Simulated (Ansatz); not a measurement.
**CS2: a trajectory, and a look at its input**

Aim: a trajectory from the structure below. Read the input with care, then see what the program makes of it.

The runs use Ansatz 0.2.0, Gaussian basis; PBE0-D4/def2-SVP.

### Step 1. The structure

```
atom    x (Å)    y (Å)    z (Å)
  S1   1.3585  -0.1562   0.7299
  C2   0.0000   0.0000   0.0000
  S3  -1.3585   0.1562  -0.7299
```

### Step 2. The run

File run/in.yaml:

```yaml
crystal:
  periodic: [false, false, false]
  atoms:
    - {symbol: S, position_ang: [1.358510, -0.156170, 0.729940]}
    - {symbol: C, position_ang: [0.000000, 0.000000, 0.000000]}
    - {symbol: S, position_ang: [-1.358510, 0.156160, -0.729940]}
basis:
  gaussian: {orbitals: def2-SVP}
hamiltonian: {xc: pbe0, dispersion: d4}
md: {n_steps: 30, timestep: 0.75, temperature: 100, ensemble: nvt, seed: 695, initial_velocities: maxwell_boltzmann}
```

Command:

```sh
ansatz run in.yaml --threads 2 --pin off --events-out ev --progress --plain --max-ram 3481MiB
```

What does the calculation give? Wanted: this run.

**Answer**, as computed:

| quantity | value |
| --- | --- |
| this run | refused |
| fault | unknown ensemble |

The ensemble's name is not one that the program knows.
